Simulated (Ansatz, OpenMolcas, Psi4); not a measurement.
**CF+ (SMILES [C+]F): the vertical ionisation energy, rung by rung**

The species is CF+ (2 atoms), meant as a singlet with charge +1. As SMILES, `[C+]F`. The shape is that of a PBE0-D4/def2-TZVP optimisation.

```xyz
2

C     0.4923   -0.1608    0.2532
F    -0.4923    0.1608   -0.2532
```

Each level gives the vertical ionisation energy (to the doublet dication) (eV). The values are calculated.

```csv
level,kind,program,value (eV),less CCSD(T)/aug-cc-pVTZ,CPU time (all runs)
HF/aug-cc-pVTZ,Hartree–Fock,OpenMolcas,24.97,-0.91,21 s
SVWN5/aug-cc-pVTZ,LDA,Psi4,25.76,-0.12,32 s
BLYP/aug-cc-pVTZ,GGA,Ansatz,25.63,-0.25,4.2 s
BHLYP/aug-cc-pVTZ,global hybrid,Psi4,25.96,+0.08,44 s
M06-2X/aug-cc-pVTZ,hybrid meta-GGA,OpenMolcas,25.93,+0.05,63 s
CAM-B3LYP/aug-cc-pVTZ,range-separated hybrid,Psi4,25.99,+0.11,64 s
B2PLYP/aug-cc-pVTZ,double hybrid,Ansatz,25.76,-0.12,6.8 s
PBE-QIDH/aug-cc-pVTZ,double hybrid,Ansatz,25.79,-0.09,7.5 s
MP2/aug-cc-pVTZ,perturbation theory,Ansatz,25.58,-0.30,2.5 s
CCSD(T)/aug-cc-pVTZ,coupled cluster or CI,Ansatz,25.88,0.00,13 s
```

Differences are taken from CCSD(T)/aug-cc-pVTZ for orientation; it has basis-set and higher-order errors of its own. The values span 24.97 to 25.99 eV. CPU times are rough (shared hosts, several kinds of processor): they show what a rung costs within a factor of a few.
